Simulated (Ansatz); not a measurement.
The same path of H4OSi (6 atoms, charge 0, multiplicity 1) was run twice with different band settings. Lost on the way: Si1–H4. Made: O2–H4.

Level of theory: Ansatz, RKS BHLYP/6-31G*.

Relaxed end points:

```xyz
6
Properties=species:S:1:pos:R:3
Si 0.302 -0.020 0.083
O 0.589 -0.114 1.705
H -0.166 -0.174 2.287
H 1.619 0.054 -0.567
H -0.493 1.176 -0.272
H -0.431 -1.203 -0.419
```

```xyz
6
Properties=species:S:1:pos:R:3
Si 0.022 0.169 -0.739
O 0.938 0.135 1.133
H 0.418 -0.308 1.808
H 1.795 -0.296 1.093
H -1.009 1.099 -0.145
H -0.744 -1.080 -0.332
```

Common settings: movable images 5; climbing image yes; optimiser quadratic models (default); start path through a guess of the saddle point; force threshold 0.05 eV/Å; iteration limit 60; end points relaxed.

| run | spring |
| --- | --- |
| 1 | 5.0 eV/Å² |
| 2 | 20.0 eV/Å² |

Q: What does each run give, and how far can it be trusted?

A: Run 1: converged after 20 iterations, highest image 3.784 eV above the first end. Neighbouring images differ by up to 2.4 eV, so the band resolves the path poorly. A vibrational analysis at the climbing image gives one clearly imaginary mode, 1749i cm⁻¹: a first-order saddle point.
Run 2: converged after 19 iterations, highest image 3.784 eV above the first end. Neighbouring images differ by up to 2.4 eV, so the band resolves the path poorly. Another band between the same ends (5 images) ends at a top of the same energy, where a vibrational analysis finds 1 clearly imaginary mode.
The orbitals stay closed-shell, which can raise the energy where a bond breaks towards radicals; this wasn't checked here.
